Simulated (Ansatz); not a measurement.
System: fcc Rh. Method: PBEsol (Ansatz, a quantum-chemistry and plane-wave program, plane waves, PAW).

Numerical settings: plane-wave cutoff 520 eV, 20×20×20 k mesh, Fermi–Dirac smearing 0.1 eV, perturbation theory, no spin polarisation, scalar-relativistic PAW data made under PBE.

The cell has the measured lattice parameters. Conventional cell: a = 3.8034 Å, b = 3.8034 Å, c = 3.8034 Å, α = 90.00°, β = 90.00°, γ = 90.00°.

Rh is taken in the cubic space group Fm-3m (No. 225), the fcc (Cu type) structure, Pearson symbol cF4. Lattice parameters: a = b = c = 3.803 Å, α = β = γ = 90.00°. Rh on 4a is coordinated by 12 Rh at 2.689 Å (cuboctahedral). (Neighbours: up to the widest gap in distance over summed covalent radii, below 1.35, at either atom.)
(The calculation used a cell of 1 atom; values per cell refer to that cell.)

Harmonic phonon frequencies (cm⁻¹; i marks an imaginary mode):

```
q point  frequencies
-------  -----------
X        182 182 224
L        137 137 236
W                ___
```

Some entries are withheld; supply them.


- W, frequencies: 180 197 197

No imaginary mode appears at these points.

Note: the cell isn't this level's own, so it is under some stress, which shifts stiffness and frequencies.
